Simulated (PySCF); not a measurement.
Bonds: C1-C2 1.493 Å, C2-N3 1.263 Å. C1 carries H4, H5, H6; C2 carries H7; N3 carries H8.

PySCF calculation with geometry from PBE0-D3(BJ)/def2-TZVP and PBE0/pcSseg-2 with gauge-including orbitals; a single conformation, no solvent, relativity neglected, rapidly exchanging positions averaged.

Referencing at the same level of theory: ¹³C and ¹H vs TMS; ¹⁵N vs NH3.

```tsv
atoms	nucleus	count	δ (ppm)
C1	¹³C	1	?
H8	¹H	1	9.96
H7	¹H	1	?
C2	¹³C	1	182.6
N3	¹⁵N	1	360.4
H4/H5/H6	¹H	3	1.92
```

Question: Estimate the values marked ?.

Answer: 
- C1: 31.7 ppm, carbon bonded to C, 3 H
- H7: 8.06 ppm, hydrogen on a carbon bonded to C, N

OH/NH shifts are gas-phase values; hydrogen bonding in solution moves them, usually downfield. Shifts are as computed. Against solution values, carbons near 30 ppm lie about +3 ppm off and those near 130 ppm about +9 ppm. Of 1211 compounds with measured shifts, 218 miss one by over three times the rms of a fit or turn the order of signals round; such compounds aren't used in these exercises. Experimental scales use liquid or dissolved standards, which lie at an offset from isolated NH3 (liquid NH3: subtract about 20 ppm). Unscaled 15N shifts of sp2 nitrogen come out 20 to 40 ppm too high even then.
